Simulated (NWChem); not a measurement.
Exact exchange and the dipole moment of HCl (hydrogen chloride)

The species is HCl (2 atoms), meant as a singlet with charge 0. SMILES: `Cl`. The coordinates come from a PBE0-D4/def2-TZVP relaxation.

The dipole moment y, in D, basis def2-TZVPPD; a is the functional's share of exact exchange. Programs: NWChem 7.3.0.

```
functional  program     a  y (D)
      BLYP   NWChem     0   1.05
      TPSS   NWChem     0   1.08
     B3LYP   NWChem   0.2      ?
      PBE0   NWChem  0.25   1.12
     BHLYP   NWChem   0.5   1.14
```

Question: Fit y = c + s·a to the known rows and predict B3LYP.

Answer: 
1. Means of the 4 rows: a = 0.1875, y = 1.098.
2. Σ(Δa)² = 0.17188, Σ(Δa·Δy) = 0.026875, so the slope is 0.026875/0.17188 = 0.15636.
3. Intercept: 1.098 − (0.15636) × 0.1875 = 1.069. The largest residual of the fit is 0.019.
4. B3LYP: 1.069 + (0.15636) × 0.2 = 1.10 D.

The run gave 1.09 D, so the prediction is off by +0.01 D, within the scatter of the fit. More exact exchange makes the molecule more polar here.
